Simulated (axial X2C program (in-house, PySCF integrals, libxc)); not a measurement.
# HF⁺: from Re and ωe to a spectrum

A bond curve at the CCSD(T) level, 2c, was computed with an in-house relativistic program for diatomic molecules (basis F dyall-av3z [7s6p3d2f], H dyall-v3z [6s2p1d] (cores contracted in-house)) for the state Ω = 3/2 (⟨Sz⟩ = 0.50, ⟨Lz⟩ = 1.00 at HF). Its fit gives Re = 1.0047 Å, ωe = 3093.3 cm⁻¹, ωexe = 92.6 cm⁻¹ and αe = 8.617e-01 cm⁻¹; the masses are 18.9984 and 1.0078 u. Two-component means X2C with spin–orbit coupling and atomic mean-field Coulomb and Gaunt terms.

Correlated methods: 7 electrons correlated (number of frozen shells: F 1 s; H none), 129 virtual spin orbitals or spinors in MP2, 64 natural virtuals in coupled cluster.

(1) Find the reduced mass, Be and the force constant.

(2) Scale the constants to the deuteride (D 2.0141 u) within the Born–Oppenheimer picture.

(3) Estimate De from a Morse curve and compare with the computed well depth of 3.639 eV to F + H+.

(4) A Morse curve ties αe to the other constants (Pekeris). How well does that hold?

(5) Where do the fundamental and the first overtone lie?

The state is one determinant whose occupation by symmetry is held fixed; it was picked as the lowest of a PBE0 search that is not exhaustive. De is counted from the lowest determinant-based energies of the atoms at the same level, without counterpoise correction. CCSD and (T) use frozen natural virtuals with an MP2 correction for the truncation; (T) itself is uncorrected, so its De runs slightly low.

Results:

(1) From the CCSD(T) values: μ = 0.9570 u. Be = 16.8576/(μ Re²) = 17.45 cm⁻¹. k = 5.8918×10⁻⁷ μ ωe² = 5.4 mdyn/Å.

(2) ρ = √(μH/μD) = 0.7249; ωe = 2242.5, ωexe = 48.7, Be = 9.171 cm⁻¹; the zero-point energy falls by 414 cm⁻¹.

(3) De(Morse) = ωe²/(4ωexe) = 3.203 eV against 3.639 eV computed, a ratio of 0.88. For De the Morse form works well here.

(4) αe(Morse) = 6Be²/ωe × (√(ωexe/Be) − 1) = 7.700e-01 cm⁻¹; the CCSD(T) curve gives 8.617e-01 cm⁻¹, a ratio of 0.89.

(5) ν(1←0) = ωe − 2ωexe = 2908.1 cm⁻¹; ν(2←0) = 2ωe − 6ωexe = 5631.0 cm⁻¹.
